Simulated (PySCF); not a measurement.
# Ionising CH

PBE0; basis H def2-TZVPPD, C def2-TZVPPD; no relativity; PySCF 2.14. Neutral (UKS): doublet (π ↑), Re = 1.124 Å, ωe = 2849 cm⁻¹, De = 3.60 eV, HOMO -7.45 eV, LUMO -3.85 eV.

CH⁺ (UKS): singlet (closed shell), Re = 1.140 Å, ωe = 2803 cm⁻¹, De = 4.11 eV to H + C⁺. The energies at the minima are -38.43859 hartree for CH and -38.03461 for CH⁺.

Q: Work out the adiabatic ionisation energy, without and with harmonic zero-point energies (1 hartree = 27.2114 eV, 1 eV = 8065.5 cm⁻¹), and the change of the bond length.

A: At PBE0: 0.40398 hartree = 10.993 eV between the minima; the zero-point term (2803.0 − 2849.0)/2 cm⁻¹ = -0.003 eV makes it 10.990 eV. Re changes by +1.6 pm against the neutral. The electron leaves a π orbital, which is non-bonding in a hydride.

CH⁻ (UKS): triplet (π ↑↑), Re = 1.139 Å, ωe = 2625 cm⁻¹, De = 3.65 eV to H + C⁻. The energies at the minima are -38.43859 hartree for CH and -38.48230 for CH⁻.

Q: Work out the adiabatic electron affinity, without and with harmonic zero-point energies (1 hartree = 27.2114 eV, 1 eV = 8065.5 cm⁻¹), and the change of the bond length.

A: At PBE0: 0.04371 hartree = 1.189 eV between the minima; the zero-point term (2849.0 − 2625.0)/2 cm⁻¹ = +0.014 eV makes it 1.203 eV. Re changes by +1.5 pm against the neutral. The electron enters a π orbital, which is non-bonding in a hydride.

For an ion De counts to the pair picked by the measured ionisation energies or electron affinities, which need not be the lowest pair at this level. The highest Kohn–Sham level is positive in this anion. Much of that is self-interaction error, but it also means that the finite basis helps to hold the extra electron. States were picked by a PBE0 search and need not be the measured ground states.
